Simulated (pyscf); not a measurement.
AsH₂• (SMILES [AsH2]) + H₂O (SMILES O) → HO–AsH₂ (SMILES O[AsH2]) + H• (SMILES [H]) (substitution at O; doublet surface; H–O broken, As–O formed). PySCF, gas phase, ωB97X-D3(BJ)/def2-SVP geometries. Correlated levels are frozen-core, on RHF or UHF. ΔMP2 is the change of the MP2 total energy from the triple- to the quadruple-zeta basis. Rate constants from transition-state theory, CCSD(T)/def2-TZVPP + ΔMP2(QZVPP) energies (ideal gas, 1 atm, RRHO with modes under 100 cm⁻¹ raised to 100, one conformer, R ln 2 for rigid chiral ones; no tunnelling), k in cm³ molecule⁻¹ s⁻¹.

```csv
T (K),1000/T,log10 k
298,3.354,-49.63
600,1.667,-30.54
900,1.111,?
1200,0.833,-20.58
```

### Question
Fit an Arrhenius line to the three values, give the activation energy, and predict k at 900 K.

### Answer
Least squares gives log10 k = -11.15 − 11.49 × 1000/T, so Ea = 11.49 × ln 10 × 1.987 = 52.6 kcal/mol, against an electronic barrier of 53.5. At 900 K the line gives -23.92; the computed value is -24.00 (ΔG‡ = 75.6 kcal/mol), a factor 1.2 under the line, since the plot is curved. One saddle was located; it need not be the lowest between these sides. The angle at the attacked O is 152°. The CCSD(T) − MP2 part came from Ansatz, without density fitting, on the same reference. The frozen core leaves the outer d or s,p core shells of the metals and heavy elements correlated in the MP2 and CC values, and def2-TZVPP describes them poorly, which can shift differences by a few kcal/mol. Elements up to Kr have no core potential and no relativistic terms here.
